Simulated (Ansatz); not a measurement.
## PH2⁺, singlet: the ladder up to full CI

Geometry: a point of a stretch scan, not a stationary point.

```yaml
atoms:
  - { symbol: P, position_ang: [0.0000, -0.0788, -0.0185] }
  - { symbol: H, position_ang: [0.0000, 0.9166, -1.0441] }
  - { symbol: H, position_ang: [0.0000, 1.5057, 1.6140] }
```

Basis cc-pVDZ; Ansatz 0.2.0. Correlated methods freeze the noble-gas cores, which leaves 6 electrons in 23 orbitals. Prefix R: restricted or restricted open-shell reference; prefix U: unrestricted. Active spaces: pair = (2e, 2o) about the gap; valence = (6e, 6o) chosen from the atoms' valence shells.

Full CI is exact within this basis and frozen core; it isn't the basis-set limit. The frozen core follows each run's orbitals, which can shift R against U totals by a few meV.

Unrestricted rows (U) aren't spin-pure: their determinants' ⟨S²⟩ exceeds S(S+1) by up to 0.90, so they mix in states of higher spin. HF rows are the lowest solutions found. Coupled cluster chose its determinant by trial CCSD, here up to 0.04 eV above the lowest Hartree–Fock solution of its kind, and MP2 stands on that determinant too.

* UHF ⟨S²⟩: 0.902
* ⟨S²⟩ of the determinant under UCCSD: 0.674
* T1 diagnostic (RCCSD): 0.0246
* largest doubles amplitude (RCCSD): 0.283

```tsv
level	E − E(RHF) (eV)
UHF	-0.6851
RMP2	-2.9660
UMP2	-2.7926
RCCSD	-4.0704
UCCSD	-4.0121
RCCSD(T)	-4.1988
UCCSD(T)	-4.1536
```

(1) Estimate how far full CI in cc-pVDZ lies from RCCSD(T). The table doesn't fix it; the size of (T) and the diagnostics are the guide.

(1) Full CI in cc-pVDZ lies 0.80 kcal/mol below RCCSD(T), which is 27 % of the (T) step (-2.96 kcal/mol). T1 is raised, a doubles amplitude is large, RHF is unstable towards spin polarisation, and the rest is a large part of (T).

The other levels:

```tsv
level	E − E(full CI) (kcal/mol)	share of correlation (%)	wall time
CISD	10.01	89.74	0.3 s
BCCD(T)	0.79	99.19	0.24 s
RCCSDT	0.18	99.81	–
UCCSDT	0.26	99.73	–
RCCSDT(Q)	0.03	99.97	0.57 s
UCCSDT(Q)	0.05	99.95	3.6 s
RCCSDTQ	0.00	100.00	3.5 s
CASSCF (pair space)	67.33	31.03	–
NEVPT2 (pair space)	17.24	82.34	0.21 s
CASSCF (valence space)	42.92	56.03	–
NEVPT2 (valence space)	12.05	87.65	0.3 s
NEVPT4(SD) (valence space)	1.74	98.21	0.51 s
MRCISD (valence space)	1.76	98.19	–
MRCISD+Q (valence space)	0.17	99.83	0.54 s
```

The correlation energy at full CI, counted from RHF, is -4.233 eV. That run took 3.7 s on 1 thread of Arm Neoverse V2, shared host over 1,573,121 determinants.

Times hold each run's SCF and search for its determinant on a shared host, so for small cases they say little of a method's own cost; they ran on 1 thread of Arm Neoverse V2.

The full-CI state has the irrep A' of Cs, in the program's axes.

Natural occupations of full CI about the gap: 1.957 1.915 1.779 0.203 0.056 0.034 0.012 0.009 0.009 0.008; effectively unpaired electrons, Σ n²(2−n)², 0.34.
